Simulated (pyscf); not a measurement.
A first-order saddle from PySCF, ωB97X-D3(BJ)/def2-SVP:

```
C
N 1 1.3355
H 2 1.0199 1 112.75
H 1 1.0919 2 119.26 3 -172.12
H 1 1.0954 4 117.59 2 -162.25
H 2 1.1001 3 106.92 1 120.25
C 6 1.8240 2 117.28 3 -95.57
H 7 1.0833 6 78.78 2 49.15
H 7 1.0856 8 124.64 6 51.27
H 7 1.0992 8 115.36 9 151.47
```

Surface: singlet, charge 0. Lowest wavenumbers (cm⁻¹): 835i, 362, 421, 540, 569.

Question: What reaction is this the transition state of?

Answer: H₃C–CH₂–NH₂ ⇌ methane (CH₄) + H₂C=NH, an elimination read from left to right: C–C, H–N broken and C–H formed. At CCSD(T)/def2-TZVPP + ΔMP2(QZVPP) it lies +381.1 kJ/mol from the left side and +302.2 kJ/mol from the right (each side as separated species at their lowest minima found). The same reactants have a lower exit, to H₂C=CH₂ + NH₃ (barrier +298.8 kJ/mol at ωB97M-D3(BJ), against +408.1 kJ/mol here). One saddle was located; it need not be the lowest between these sides. A restricted solution here is unstable towards spin polarisation, so biradical character is likely and single-reference numbers are less safe. The CCSD(T) − MP2 part came from Ansatz, without density fitting, on the same reference.
